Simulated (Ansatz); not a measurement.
C₃H₄ (`C1=CC1`): measurement beside calculation (Ansatz, PBE0-D4/def2-TZVP geometry).

```xyz
7

C     0.1587   -0.8479    0.1580
C     0.4794    0.2854    0.6767
C    -0.4054    0.3574   -0.5303
H     0.2166   -1.9228    0.1621
H     1.0009    0.8495    1.4307
H     0.0113    0.6768   -1.4861
H    -1.4615    0.6016   -0.4111
```

Enthalpy of formation at 298 K: 66.2 kcal/mol (zero for an element's reference state; older measured values of the G2 set, as listed by Staroverov and co-workers, J. Chem. Phys. 119, 12129, 2003). With their computed zero-point and thermal terms and the atoms' enthalpies of Curtiss and co-workers (1997) it gives an electronic atomization energy of 682.9 kcal/mol.

```
             level  atomization (kcal/mol)   error  error per bond
       LDA (SPW92)                   784.8   101.8            14.5
            PBE-D4                   703.8    20.9             3.0
         revPBE-D4                   686.2     3.3             0.5
           BLYP-D4                   681.6    -1.3            -0.2
         r2SCAN-D4                   684.2     1.3             0.2
            B97M-V                   684.1     1.2             0.2
           PBE0-D4                   690.5     7.6             1.1
          B3LYP-D4                   682.0    -0.9            -0.1
        r2SCANh-D4                   680.3    -2.6            -0.4
        r2SCAN0-D4                   674.7    -8.2            -1.2
          HSE06-D4                   691.0     8.1             1.2
          BHLYP-D4                   660.2   -22.7            -3.2
      CAM-B3LYP-D4                   683.7     0.8             0.1
           ωB97X-V                   681.9    -1.0            -0.1
           ωB97M-V                   683.9     1.0             0.1
            B2PLYP                   676.3    -6.6            -0.9
          PBE-QIDH                   682.6    -0.4            -0.1
               PBE                   701.8    18.9             2.7
            revPBE                   678.7    -4.2            -0.6
              BLYP                   677.0    -5.9            -0.8
            r2SCAN                   683.7     0.8             0.1
              PBE0                   688.9     6.0             0.9
             B3LYP                   678.8    -4.1            -0.6
           r2SCANh                   679.8    -3.1            -0.4
           r2SCAN0                   674.2    -8.7            -1.2
             HSE06                   689.5     6.6             0.9
             BHLYP                   658.1   -24.9            -3.6
         CAM-B3LYP                   682.1    -0.8            -0.1
           LC-ωPBE                   685.0     2.1             0.3
     HF/def2-TZVPP                   497.2  -185.7           -26.5
    MP2/def2-TZVPP                   677.0    -5.9            -0.8
SCS-MP2/def2-TZVPP                   671.9   -11.0            -1.6
   CCSD/def2-TZVPP                   652.5   -30.4            -4.3
CCSD(T)/def2-TZVPP                   663.6   -19.3            -2.8
     HF/def2-QZVPP                   497.9  -185.0           -26.4
    MP2/def2-QZVPP                   686.5     3.5             0.5
SCS-MP2/def2-QZVPP                   682.6    -0.3             0.0
   CCSD/def2-QZVPP                   661.0   -21.9            -3.1
CCSD(T)/def2-QZVPP                   672.8   -10.1            -1.4
      HF/CBS(def2)                   498.0  -184.9           -26.4
     MP2/CBS(def2)                   693.1    10.2             1.5
    CCSD/CBS(def2)                   666.9   -16.1            -2.3
 CCSD(T)/CBS(def2)                   679.3    -3.7            -0.5
```

Functionals use def2-TZVPP; B3LYP here is the variant with VWN-RPA as its local correlation; programs differ in this. The calculations leave out spin–orbit coupling, scalar relativity and, for the correlated methods, core correlation; together these are worth up to about 1 kcal/mol a heavy atom. HSE06 is defined as in plane-wave codes. CBS extrapolates def2-TZVPP and def2-QZVPP. T1 = 0.010.
